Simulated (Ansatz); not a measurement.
Ansatz (an electronic-structure program) input (r2SCAN0/def2-TZVPD):

Ansatz 0.2 input:
```yaml
crystal:
  periodic: [false, false, false]
  atoms:
    - {symbol: P, position_ang: [-0.00000000, -0.00000000, -0.99121818]}
    - {symbol: P, position_ang: [0.00000000, 0.00000000, 0.99121818]}
basis:
  gaussian:
    orbitals: def2-TZVPD
hamiltonian:
  xc: {name: r2SCAN0}
total_charge: -1
magnetization: {spin_polarized: true, initial_magnetization: 1}
output: {forces: true}
```

Output:

```
Functional definition: r2SCAN0
integrals: 0.02 GiB planned
584 factors; their error is unknown
mean field: 0.30 GiB planned
mean field evaluation 1: about -18576.0962 eV, gradient 4.5e0 eV
mean field evaluation 2: about -18576.1990 eV, gradient 3.3e0 eV
mean field evaluation 4: about -18576.2575 eV, gradient 2.3e-1 eV
mean field evaluation 8: about -18576.3160 eV, gradient 2.6e-3 eV
mean field evaluation 16: about -18576.3160 eV, gradient 6.2e-5 eV
mean field -18576.31595299 eV, -682.6670197931 hartree, gradient 1.4e-6 eV, S^2 0.762135; 1 other end points of the search recorded, 0 dependent functions left out
the calculation of the forces begins
reference -18576.31596167 eV, -682.6670201123 hartree; 16, 15 occupied and 70, 71 virtual orbitals, 584 factors
Total energy: -18576.31596167 eV, -682.6670201123 hartree
Atom 0 at    -0.000000    -0.000000    -0.991218 Å, force    -0.000000    -0.000000     0.683299 eV/Å
Atom 1 at     0.000000     0.000000     0.991218 Å, force     0.000000     0.000000    -0.683299 eV/Å
Dipole moment:     0.000000    -0.000000    -0.000000 e Å
```
